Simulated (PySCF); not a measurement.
**How methods differ on the electron affinity of Al**

Al⁻ [Ne] 3s2 3p2 (3P) → Al [Ne] 3s2 3p1 (2P), as a difference of total energies. Computed with PySCF 2.14 in aug-cc-pV(T+d)Z (6s5p4d2f, 55 functions), with no relativity, point nucleus. Correlated levels: valence: [Ne] frozen. The calculations carry no spin-orbit coupling.

```json
{"method": "UHF", "electron affinity (eV)": "0.016"}
{"method": "MP2 (valence)", "electron affinity (eV)": "0.364"}
{"method": "SCS-MP2 (valence)", "electron affinity (eV)": "0.264"}
{"method": "CCSD (valence)", "electron affinity (eV)": "0.374"}
{"method": "CCSD(T) (valence)", "electron affinity (eV)": "0.425"}
```

Problem. How much does correlation contribute at CCSD(T) (valence)?

Solution. 0.425 − (0.016) = 0.409 eV, measured against UHF.

Errors of the correlated levels include the incompleteness of this basis and the frozen core.

For comparison: 0.433 eV (measured; photodetachment measurements, as compiled on the Wikipedia data page of electron affinities).
